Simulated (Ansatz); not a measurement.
**Si₂N (quartet): the correlation ladder, def2-QZVPP**

The task here is to estimate one member of a computed series from the others.

Method: def2-QZVPP, core rule «outside noble gas», up to 11 orbitals frozen; program: Ansatz 0.2.0, Gaussian basis.

The runs, in order: UHF; ROHF; CCSD(T) on UHF.

2 further runs of the same task are left out: 2 set aside as unsound or not needed. Runs told in other sessions of the task aren't counted.

## The system

The geometry is a PBE0/def2-TZVP stationary point (not a proven minimum) of the parent state, kept for this charge and spin.

3 atoms, charge 0, spin multiplicity 4.

Atoms are counted from 1 here; the program's logs count them from 0.

Bond lengths: N1–Si2 1.607 Å, Si2–Si3 2.274 Å. Angles: N1–Si2–Si3 180.0°.

Coordinates:

```
atom    x (Å)    y (Å)     z (Å)
  N1  0.00000  0.00000  -1.82913
 Si2  0.00000  0.00000  -0.22253
 Si3  0.00000  0.00000   2.05167
```

The first run:

Input file in.yaml:

```yaml
crystal:
  periodic: [false, false, false]
  atoms:
    - {symbol: N, position_ang: [0.000000, 0.000000, -1.829133]}
    - {symbol: Si, position_ang: [0.000000, 0.000000, -0.222533]}
    - {symbol: Si, position_ang: [0.000000, 0.000000, 2.051667]}
basis:
  gaussian: {orbitals: "def2-QZVPP.json"}
magnetization: {spin_polarized: true, initial_magnetization: 3}
hamiltonian: {xc: hf}
output: {orbitals: {seedname: orbitals}}
```

Started as:

```
$ ansatz run in.yaml --threads 1 --pin off --events-out ev --progress --plain --max-ram 2393MiB
```

Among the steps run: UHF; ROHF; CCSD(T) on UHF.

One table of the session follows, with a row left open; its other results are not shown here.

| method | from UCCSD(T) (meV) |
| --- | --- |
| ROHF | +11348.5 |
| UHF | +10962.4 |
| UMP2 | +1670.7 |
| UCCSD | ? |
| UCCSD(T) | 0 |

Q: Estimate the row for UCCSD from the others.

As computed: from UCCSD(T) (meV): +642.6. In the column «from UCCSD(T) (meV)» it lies between UCCSD(T) (0) and UMP2 (+1670.7).
